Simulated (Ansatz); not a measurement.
## Atomization energy of P2, singlet, from cheap to dear

Geometry (MP2(full)/6-31G*, from the G2/97 set):

```yaml
atoms:
  - { symbol: P, position_ang: [0.0000, 0.0000, 0.0000] }
  - { symbol: P, position_ang: [0.0000, 0.0000, 1.9323] }
```

Measured, as an electronic atomization energy: 117.2 kcal/mol (G2/97 heats of formation of molecule and atoms, with zero-point and thermal terms from B3LYP taken off; Curtiss et al., J. Chem. Phys. 106, 1063 (1997), Staroverov et al., J. Chem. Phys. 119, 12129 (2003)). The measured value holds scalar relativity and spin–orbit coupling, which all computed ones lack, and core correlation, which the wave-function levels lack. Atoms are taken at the same level; beside RHF, RMP2 and RCC rows they are unrestricted. The atoms' steps beyond CCSDT(Q) are taken from restricted open-shell runs, which share full CI's core. Ansatz 0.2.0; the 6-31G* set has Cartesian d functions; a miss is computed less measured; times are wall times on shared hosts and scatter by a factor of two or so.

```
    level        basis  miss (kcal/mol)  time of the run              hardware
      RHF  cc-pV(D+d)Z            -85.6                –                     –
      UHF  cc-pV(D+d)Z            -77.8                –                     –
     RMP2  cc-pV(D+d)Z            -21.2                –                     –
     UMP2  cc-pV(D+d)Z            -44.0                –                     –
 RCCSD(T)  cc-pV(D+d)Z            -24.9           0.51 s          1 CPU thread
 UCCSD(T)  cc-pV(D+d)Z            -26.7            2.2 s          1 CPU thread
RCCSDT(Q)  cc-pV(D+d)Z            -23.8            2.8 s          1 CPU thread
  RCCSDTQ  cc-pV(D+d)Z            -24.0            8.5 s  H100 + 2 CPU threads
      RHF  cc-pV(T+d)Z            -81.7                –                     –
      UHF  cc-pV(T+d)Z            -74.1                –                     –
     RMP2  cc-pV(T+d)Z             -8.8                –                     –
     UMP2  cc-pV(T+d)Z            -32.8                –                     –
 RCCSD(T)  cc-pV(T+d)Z            -12.2              1 s          1 CPU thread
 UCCSD(T)  cc-pV(T+d)Z            -14.1            7.5 s          1 CPU thread
RCCSDT(Q)  cc-pV(T+d)Z            -11.4            4.1 s  H100 + 2 CPU threads
      RHF  cc-pV(Q+d)Z            -81.1                –                     –
     RMP2  cc-pV(Q+d)Z             -2.8                –                     –
     UMP2  cc-pV(Q+d)Z            -17.4                –                     –
 RCCSD(T)  cc-pV(Q+d)Z             -6.0            2.4 s  H100 + 2 CPU threads
 UCCSD(T)  cc-pV(Q+d)Z             -6.2            9.5 s  H100 + 2 CPU threads
RCCSDT(Q)  cc-pV(Q+d)Z             -5.2             12 s  H100 + 2 CPU threads
```

A dash: the level came out of a higher level's run.

A composite of the best parts (restricted reference, at this geometry, which isn't the minimum of the high levels):

```json
{"part": "Hartree–Fock limit (T, Q; exp(−5.46 √X))", "kcal/mol": "36.34"}
{"part": "CCSD(T) correlation limit (T, Q; X⁻³)", "kcal/mol": "79.07"}
{"part": "CCSDT − CCSD(T) (QZ)", "kcal/mol": "-0.89"}
{"part": "(Q) (QZ)", "kcal/mol": "1.71"}
{"part": "CCSDTQ − CCSDT(Q) (DZ)", "kcal/mol": "-0.12"}
{"part": "sum", "kcal/mol": "116.1"}
{"part": "sum less measured", "kcal/mol": "-1.1"}
```
